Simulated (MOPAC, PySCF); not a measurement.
Potential energy curve for H2, singlet. Each curve is given relative to its own lowest point near equilibrium.

| R / Å | A | B | C |
|---|---|---|---|
| 0.56 | 0.950 | 0.270 | 0.916 |
| 0.60 | 0.522 | 0.108 | 0.502 |
| 0.63 | 0.302 | 0.035 | 0.289 |
| 0.66 | 0.151 | 0.000 | 0.144 |
| 0.70 | 0.036 | 0.004 | 0.033 |
| 0.73 | 0.002 | 0.042 | 0.001 |
| 0.75 | 0.000 | 0.081 | 0.000 |
| 0.77 | 0.012 | 0.130 | 0.012 |
| 0.79 | 0.036 | 0.190 | 0.036 |
| 0.83 | 0.116 | 0.333 | 0.115 |
| 0.86 | 0.198 | 0.460 | 0.196 |
| 0.93 | 0.443 | 0.806 | 0.436 |
| 1.02 | 0.830 | 1.319 | 0.813 |
| 1.11 | 1.256 | 1.869 | 1.225 |
| 1.23 | 1.841 | 2.610 | 1.779 |
| 1.34 | 2.368 | 3.265 | 2.263 |
| 1.51 | 3.133 | 4.203 | 2.927 |
| 1.64 | 3.666 | 4.854 | 3.351 |
| 1.81 | 4.289 | 5.621 | 3.791 |
| 2.03 | 4.974 | 6.467 | 4.189 |
| 2.25 | 5.533 | 7.152 | 4.432 |
| 2.59 | 6.191 | 7.942 | 4.619 |
| 2.96 | 6.688 | 8.528 | 4.694 |

Energies in eV.

### Question
Match the curves with the methods AM1, restricted, heats of formation in MOPAC; PySCF 2.14.0 with restricted B3LYP/6-31G*, spherical d; CCSD on UHF/cc-pVQZ in PySCF 2.14.0.

### Answer
A is RKS-B3LYP/6-31G*; B is AM1; C is UCCSD.

The restricted form behind RKS-B3LYP/6-31G*, AM1 keeps the bonding electrons paired and can't separate into open-shell fragments. The unrestricted determinant behind UCCSD is spin-contaminated at 1.23 to 2.96 Å (<S²> up to 1.0, against 0.00 for a pure singlet).
